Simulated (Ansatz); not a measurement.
Relaxing Ba2CaMoO6

Computed with DFT r2SCAN, scalar-relativistic, plane waves, PAW in Ansatz 0.2.0. Cutoff 500 eV, Γ-centred k mesh, Gaussian smearing, no spin polarisation in the final step.

A relaxed cell is given with its space group left out.

```
Ba Ca Mo O
1.0
     0.00000    4.19520    4.19520
     4.19520    0.00000    4.19520
     4.19520    4.19520    0.00000
Ba Ca Mo O
2 1 1 6
Direct
  0.25000 0.25000 0.25000
  0.75000 0.75000 0.75000
  0.00000 0.00000 0.00000
  0.50000 0.50000 0.50000
  0.72881 0.27119 0.27119
  0.27119 0.72881 0.27119
  0.27119 0.72881 0.72881
  0.72881 0.27119 0.72881
  0.27119 0.27119 0.72881
  0.72881 0.72881 0.27119
```

Formation energies are uncorrected and refer to the elements' standard structures at the same level (O₂ as a molecule).

Problem. What space group does it have?

Solution. Fm-3m (No. 225). Conventional cell: a = 8.390 Å. Ba has 12 O at 2.97 Å; around Ca lie 6 O at 2.28 Å; around Mo lie 6 O at 1.92 Å; around O lie 1 Mo at 1.92 Å and 1 Ca at 2.28 Å (next O at 2.71 Å).

Problem. What is its formation energy per atom?

Solution. -2.948 eV/atom.

Problem. Is it a metal?

Solution. No, the gap on the 6×6×6 mesh is 2.50 eV.

The final run used a 6×6×6 mesh on its 10-atom cell and 0.02 eV smearing.

Cost: 2 runs of about 1.9 core-minutes in all, on Arm Neoverse V2 (shared hosts).